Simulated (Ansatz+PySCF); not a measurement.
Results of a calculation; reference values are marked as such.
## Ansatz (development build ahead of 0.2.0) run

```yaml
crystal:
  periodic: [false, false, false]
  atoms:
    - { symbol: C, position_ang: [0.78922, -0.00863, -0.01739] }
    - { symbol: C, position_ang: [-0.68496, -0.00493, -0.0008] }
    - { symbol: H, position_ang: [1.35285, -0.92135, 0.03329] }
    - { symbol: H, position_ang: [1.348, 0.91708, 0.04101] }
    - { symbol: H, position_ang: [-1.10986, 0.8881, -0.4951] }
    - { symbol: H, position_ang: [-1.09857, -0.88088, -0.50449] }
    - { symbol: H, position_ang: [-1.08928, -0.01789, 1.02572] }
basis:
  gaussian: { orbitals: cc-pVTZ }
magnetization:
  initial_magnetization: 1
hamiltonian:
  xc: hf
correlation:
  method: mp2
  frozen_orbitals: { C: 1, H: 0 }
output:
  forces: true
```

The input is written out in the form of the current development build from the run's settings. Correlation on restricted open-shell orbitals is semicanonical, with singles.

Results

| Item | Value |
| --- | --- |
| Converged | yes |
| Reference energy | -78.62253 hartree |
| Correlation energy | -0.33632 hartree |
| Total energy | -78.95885 hartree |
| Spin squared of the determinant | 0.750 |
| Stability test | minimum among restricted orbitals |

Forces (eV/Å):
| atom | Fx | Fy | Fz |
| --- | --- | --- | --- |
| C1 | 0.420 | 0.369 | -0.018 |
| C2 | -0.727 | 0.249 | -0.088 |
| H3 | -0.002 | -0.145 | 0.010 |
| H4 | -0.119 | -0.149 | -0.003 |
| H5 | 0.269 | -0.399 | 0.269 |
| H6 | 0.052 | 0.051 | 0.059 |
| H7 | 0.108 | 0.024 | -0.228 |
